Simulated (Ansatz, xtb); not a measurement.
# Isomers of CH2BN+ in order of energy

4 gas-phase structures of CH2BN+, found in a search over its isomers (lower ones may exist). Each was relaxed with GFN2-xTB:

A. a doublet given by its coordinates
B. the doublet with the links of `[BH]C#[NH+]`
C. the doublet with the links of `[B]=[N+]=C`
D. a doublet given by its coordinates

A (Å):

```yaml
atoms:
  - { symbol: C, position_ang: [-0.0938, 1.5777, -0.1630] }
  - { symbol: B, position_ang: [0.0910, 1.9734, -2.6258] }
  - { symbol: N, position_ang: [-0.0036, 1.7665, -1.3297] }
  - { symbol: H, position_ang: [0.1743, 2.1529, -3.7548] }
  - { symbol: H, position_ang: [-0.1662, 1.4146, 0.8877] }
```

Close contacts (Å): C1–N3 1.19, B2–N3 1.32, C1–H5 1.07, B2–H4 1.15.

D (Å):

```tsv
atom	x (Å)	y (Å)	z (Å)
C	0.2633	2.3612	-1.4180
B	-0.3256	0.9038	-1.4152
N	0.9595	1.3812	-1.7188
H	-1.1381	0.0933	-1.2810
H	0.2280	3.4321	-1.2909
```

Close contacts (Å): C1–B2 1.57, C1–N3 1.24, B2–N3 1.40, C1–H5 1.08, B2–H4 1.16.

Q: Estimate their order in r2SCAN-D4/def2-SVP energy at these geometries, lowest first.

A: Calculated order at r2SCAN-D4/def2-SVP: A (0.0), D (6.5), C (6.9), B (10.4) kcal/mol. Less than 1 kcal/mol parts D and C, so the order within that pair means little.

Energies above the lowest of each column, in kcal/mol; the last columns are at PBE0-D3(BJ)/def2-SVP geometries (a dash: not run or not comparable):

| structure | GFN2-xTB | HF/STO-3G | r2SCAN-D4/def2-SVP | PBE0-D3(BJ)/def2-SVP | CCSD(T)/def2-TZVP |
| --- | --- | --- | --- | --- | --- |
| A | 0.0 | 0.0 | 0.0 | 0.0 | 0.0 |
| D | 17.4 | 9.9 | 6.5 | 8.2 | 5.8 |
| C | 18.9 | 0.5 | 6.9 | 10.9 | 11.9 |
| B | 11.0 | 16.0 | 10.4 | 13.2 | – |

Every level run on A puts it lowest or level with the lowest. Frequencies (PBE0-D3(BJ)/def2-SVP) were run for A, C, D alone. Open shells are spin-unrestricted, some with notable spin contamination.

Over these structures GFN2-xTB departs from r2SCAN-D4/def2-SVP by 5.6 kcal/mol on average once a common shift is removed. A GFN2-xTB relaxation took about 0.036 s and the r2SCAN-D4/def2-SVP energy about 4.2 s on a shared host (Ansatz 0.2.0, xtb 6.7.1).
